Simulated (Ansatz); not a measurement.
A run of Ansatz (development build ahead of 0.2.0) on singlet H2ClO(-) at this shape:

```csv
atom,x (Å),y (Å),z (Å)
O,0.0000,-0.3706,-2.0672
H,0.0000,-0.4664,-0.9936
Cl,0.0000,0.1624,1.1545
H,0.0000,0.6696,-2.0953
```

Its results:

```json
{
  "Converged": "yes",
  "Reference energy": "-535.61861 hartree",
  "Correlation energy": "-0.46183 hartree",
  "Total energy": "-536.08044 hartree",
  "Spin squared of the determinant": "0.000"
}
```

(1) Which input gives this output? Name the method, the orbitals and the basis set, and write the input.

Results:

(1) RHF-MP2 in def2-TZVP. An unrestricted run that stays on the closed shell gives the same numbers.

```yaml
crystal:
  periodic: [false, false, false]
  atoms:
    - { symbol: O, position_ang: [0.0, -0.37058, -2.06718] }
    - { symbol: H, position_ang: [0.0, -0.46636, -0.99356] }
    - { symbol: Cl, position_ang: [0.0, 0.16243, 1.15449] }
    - { symbol: H, position_ang: [0.0, 0.66961, -2.09527] }
basis:
  gaussian: { orbitals: def2-TZVP }
total_charge: -1
hamiltonian:
  xc: hf
correlation:
  method: mp2
  frozen_orbitals: { Cl: 5, H: 0, O: 1 }
```

Caution: no diffuse functions for an anion.
